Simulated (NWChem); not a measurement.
System: hydrazine (N2H4); SMILES NN

All runs: NWChem. Pople sets run with spherical d functions. Coordinates come from a PBE0/def2-SVP optimisation. Computed dipoles belong to the equilibrium geometry; the measured one is vibrationally averaged.

Measured dipole moment: 1.75 D (NIST CCCBDB, as tabulated in the package chemicals).

| level | dipole moment (D) | computed − measured |
|---|---|---|
| B3LYP/STO-3G | 2.08 | +0.33 |
| B3LYP/3-21G | 2.33 | +0.58 |
| B3LYP/6-31G* | [?] | [?] |
| B3LYP/6-31+G* | 2.19 | +0.44 |
| B3LYP/def2-SVP | 1.99 | +0.24 |
| B3LYP/def2-SVPD | [?] | [?] |
| B3LYP/def2-TZVP | 2.01 | +0.26 |
| B3LYP/6-311++G** | 2.06 | +0.31 |
| B3LYP/aug-cc-pVTZ | 1.89 | +0.14 |

### Question
Some entries are withheld; supply them.

### Answer

- B3LYP/def2-SVPD, dipole moment (D): 1.90
- B3LYP/def2-SVPD, computed − measured: +0.15
- B3LYP/6-31G*, dipole moment (D): 2.09
- B3LYP/6-31G*, computed − measured: +0.34
